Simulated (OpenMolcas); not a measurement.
# How methods differ on BH2O (SMILES B[O])

The species is BH2O (4 atoms), meant as a doublet with charge 0. As SMILES, `B[O]`. The shape is that of a PBE0-D4/def2-TZVP optimisation.

```jsonl
{"atom": "B", "x (Å)": "-0.0011", "y (Å)": "-0.0103", "z (Å)": "-0.0151"}
{"atom": "O", "x (Å)": "1.0253", "y (Å)": "-0.3408", "z (Å)": "0.6769"}
{"atom": "H", "x (Å)": "-1.0526", "y (Å)": "-0.5877", "z (Å)": "0.1516"}
{"atom": "H", "x (Å)": "0.0839", "y (Å)": "0.8785", "z (Å)": "-0.8336"}
```

Each level gives the energy change with the B1–H3 bond stretched from 1.211 to 2.422 Å (eV). The values are calculated.

| level | kind | program | value (eV) | less FCI/STO-3G | CPU time (all runs) |
| --- | --- | --- | --- | --- | --- |
| UHF/STO-3G | Hartree–Fock | OpenMolcas | 3.88 | +1.30 | 3.1 s |
| USVWN5/STO-3G | LDA | OpenMolcas | 3.43 | +0.85 | 6.3 s |
| UPBE/STO-3G | GGA | OpenMolcas | 3.17 | +0.59 | 7.6 s |
| U-r2SCAN/STO-3G | meta-GGA | OpenMolcas | 3.39 | +0.81 | 11 s |
| UB3LYP/STO-3G | global hybrid | OpenMolcas | 3.48 | +0.90 | 9.3 s |
| MRCI(3,3)/STO-3G | multireference | OpenMolcas | 2.68 | +0.10 | 4.1 s |
| ROCCSD(T)/STO-3G | coupled cluster or CI | OpenMolcas | 2.58 | 0.00 | 4.4 s |
| FCI/STO-3G | exact in the basis | OpenMolcas | 2.58 | 0.00 | 9 s |

FCI/STO-3G is exact within its basis and frozen core, so for wave-function methods in that basis the difference is their error; functionals converge differently with the basis, so for them it is only a difference. The first shape isn't each level's own minimum. The values span 2.58 to 3.88 eV. Spin contamination of the reference (⟨S²⟩ at least 0.1 too high) touches UHF/STO-3G. All rows use very small basis sets, so even the best lies far from the true value. CPU times are rough (shared hosts, several kinds of processor): they show what a rung costs within a factor of a few.
